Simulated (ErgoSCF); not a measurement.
# Li2H2 ((LiH)2 ring) at CAM-B3LYP/Turbomole-TZP

Aim: the energy difference between two shapes of Li2H2 ((LiH)2 ring) at CAM-B3LYP/Turbomole-TZP, from 2 runs. 

The results are computed with ErgoSCF 3.8.

7 further runs of the same task are left out: 3 that didn't finish, 4 set aside as unsound or not needed.

## 1. The molecule

Li2H2: 4 atoms, total charge 0, spin state singlet. The shape comes from GFN2-xTB, which is rough for such elements, and wasn't checked as a minimum.

Bond lengths: Li1–H2 1.684 Å, H2–Li3 1.685 Å, Li1–H4 1.686 Å, Li3–H4 1.684 Å. Angles: Li1–H2–Li3 81.5°, Li1–H4–Li3 81.5°, H2–Li1–H4 98.5°, H2–Li3–H4 98.5°.

## 2. The energy at CAM-B3LYP/Turbomole-TZP

The input, geom.xyz:

```xyz
4

Li     0.748450     0.467780    -0.657020
H     -0.711410     1.057560    -0.059410
Li    -0.748660    -0.467860     0.656490
H      0.711620    -1.057470     0.059940
```

Launch:

```sh
ergo -m geom.xyz -e 'set_nthreads("env")' -e 'tmpdir = "."' -e 'scf.output_mulliken_pop = 1' -e 'XC.type = "Turbo"' -e 'basis = "Turbomole-TZP"' -e 'scf.max_number_of_iterations = 100' -e 'run "Camb3lyp"'
```

The program printed, cut to the lines that bear on the results:

```text
[...]
INSC SCF_general constructor, number of basis functions: 30
[...]
INSC Energy   1 =         -2.46956101433
[...]
INDE PURIFICATION CONVERGED after 35 iterations
[...]
INDE PURIFICATION CONVERGED after 29 iterations
[...]
INDE PURIFICATION CONVERGED after 27 iterations
[...]
INDE PURIFICATION CONVERGED after 27 iterations
[...]
INDE E(LUMO) - E(HOMO) <=          0.33059697536 =          8.99600203140 eV
[...]
INSC Energy   9 =        -16.19073230231  ( diff     -0.000000000012943 )
[...]
RESC CONVERGED after   9 iterations.
RESC FINAL ENERGY:        -16.19073230231
[...]
INSC SCF: dipole_moment_x [atomic units] =      -0.00050047
INSC SCF: dipole_moment_y [atomic units] =      -0.00021109
INSC SCF: dipole_moment_z [atomic units] =      -0.00131451
[...]
```

Run time: 1 s. Hardware: 1 thread of Arm Neoverse V2, shared host; peak memory 0.26 GiB.

## 3. The distorted shape, same level

The input, mol.xyz:

```xyz
4
H2Li2
Li     0.673613     0.478888    -0.614360
H     -0.652065     0.982101    -0.051470
Li    -0.870788    -0.492611     0.745490
H      0.826537    -1.064035     0.126207
```

Launch:

```sh
ergo -m mol.xyz -e 'set_nthreads(1)' -e 'scf.max_number_of_iterations = 100' -e 'scf.output_mulliken_pop = 1' -e 'XC.type = "Turbo"' -e 'basis = "Turbomole-TZP"' -e 'tmpdir = "."' -e 'run "Camb3lyp"'
```

The program printed, cut to the lines that bear on the results:

```text
[...]
INSC SCF_general constructor, number of basis functions: 30
[...]
INSC Energy   1 =         -2.45988449923
[...]
INDE PURIFICATION CONVERGED after 37 iterations
[...]
INDE PURIFICATION CONVERGED after 29 iterations
[...]
INDE PURIFICATION CONVERGED after 29 iterations
[...]
INDE PURIFICATION CONVERGED after 29 iterations
[...]
INDE E(LUMO) - E(HOMO) <=          0.31345996380 =          8.52968018833 eV
[...]
INSC Energy  11 =        -16.18592675830  ( diff     -0.000000000000171 )
[...]
RESC CONVERGED after  11 iterations.
RESC FINAL ENERGY:        -16.18592675830
[...]
INSC SCF: dipole_moment_x [atomic units] =      -0.46469270
INSC SCF: dipole_moment_y [atomic units] =       0.06382405
INSC SCF: dipole_moment_z [atomic units] =       0.08256998
[...]
```

It took 1.1 s on 1 thread of Arm Neoverse V2, shared host; peak memory 0.26 GiB.

## 4. Summary of results

Level: CAM-B3LYP/Turbomole-TZP.

| quantity | value |
| --- | --- |
| first shape: total energy | -16.19073 Eh |
| first shape: dipole moment | 0.00 D |
| distorted shape: total energy | -16.18593 Eh |
| distorted shape: dipole moment | 1.21 D |
| energy change with the atoms displaced | 0.131 eV |

With the atoms displaced the energy rises by 0.13 eV (12.6 kJ/mol). The first shape isn't relaxed at this level, so the change isn't measured from a minimum.
